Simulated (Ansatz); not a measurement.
Antiferromagnetic (type II) rock-salt NiO, treated with rVV10 in Ansatz (plane waves, PAW).

Run with plane-wave cutoff 520 eV, 14×14×14 k mesh, Fermi–Dirac smearing 0.01 eV, spin-polarised with opposed moments, scalar-relativistic PAW data made under PBE.

Energies at three volumes about the minimum:

```tsv
V (Å³/atom)	E − E_lowest (meV/atom)
9.199	2.33
9.387	0.00
9.574	2.16
```

Task: Fit a parabola by hand: where is the minimum, and what is the bulk modulus?

Result: Slopes: (0.00 − 2.33)/(9.387 − 9.199) = -12.394 and (2.16 − 0.00)/(9.574 − 9.387) = 11.551 meV/Å³. Curvature E″ = 2 × (11.551 − (-12.394))/(9.574 − 9.199) = 127.707 meV/Å⁶. From the middle of the first interval, the slope vanishes at V0 = 9.2930 − (-12.394)/127.707 = 9.390 Å³/atom. B = V0 E″ = 9.390 × 127.707 meV/Å³ × 0.1602 GPa per meV/Å³ = 192 GPa. The full Birch–Murnaghan fit to all volumes gives V0 = 9.387 Å³/atom and B0 = 191 GPa.

Shape and atoms are relaxed at each volume.

Measured, for comparison: bulk modulus 192 ± 7 GPa (room temperature, not corrected to a static lattice, equation of state from high-pressure X-ray diffraction, our sources range from 174 to 209; as tabulated in Gavriliuk et al., The first-order structural transition in NiO at high …); equilibrium volume per atom 9.07 Å³/atom (5 K, zero-point motion not removed, pseudo-cubic cell; as tabulated in Yang et al. (2022), arXiv:2205.02972). Computed (rounded) less measured: bulk modulus not scored (sources differ), equilibrium volume per atom +3.5 %.

Note: without U or exact exchange, gaps and moments of open d shells tend to come out too small; the bulk modulus comes from volumes at which shape and atoms were relaxed.

Ansatz is a quantum-chemistry and plane-wave program.
